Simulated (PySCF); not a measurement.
Molecule: SMILES FC=C1CCC1, C5H7F.

Numbering as in the mapped SMILES `[F:1][CH:2]=[C:3]1[CH2:4][CH2:5][CH2:6]1`. Each H is labelled by its parent atom.

Geometry PBE0-D3(BJ)/def2-SVP throughout; GIAO in PySCF 2.14, gas phase, one conformer, non-relativistic; equivalent atoms averaged; functional PBE0.

For orientation, cc-pVTZ gives these absolute shieldings σ: F1 316.5, C2 38.7, C3 61.5, C6 159.9, C4 159.6, C5 167.4, H(C2) 24.81, H(C6) 28.60, H(C5) 29.35 ppm.

A run gave: F1 328.7, C2 117.1, C3 132.3, C6 201.8, C4 202.3, C5 205.5, H(C2) 27.23, H(C6) 30.75, H(C5) 31.12 ppm (absolute shieldings σ).

Problem. Which basis set was used in that run?
A. pcSseg-1
B. STO-3G
C. def2-TZVP
D. 6-31G

Solution. B. C2 tells them apart best: STO-3G gives 117.1, def2-TZVP gives 37.5, 6-31G gives 60.0, pcSseg-1 gives 33.7 ppm.
